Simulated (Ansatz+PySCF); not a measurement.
A calculation with PySCF 2.14.0.

```python
from pyscf import gto, scf, cc

mol = gto.M(atom="""
B 0.000000 0.000000 0.000000
N 0.000000 0.000000 2.650000
""", basis='cc-pvdz', charge=0, spin=0)
mf = scf.UHF(mol)
mf.kernel()
mycc = cc.CCSD(mf, frozen=2).run()
et = mycc.ccsd_t()
print(mf.e_tot, mycc.e_corr, et, mycc.e_tot + et)
```

The script is written out from the run's settings.

Results

```yaml
Converged: yes
Reference_energy: -78.72621 hartree
CCSD_correlation_energy: -0.24358 hartree
Triples_correction: -0.01734 hartree
Total_energy: -78.98712 hartree
Spin_squared_of_the_determinant: 0.000
```

This is not the lowest solution: another run reaches a determinant 2.05 eV lower. Caution: large amplitudes, a single reference is doubtful; another spin multiplicity may lie lower.
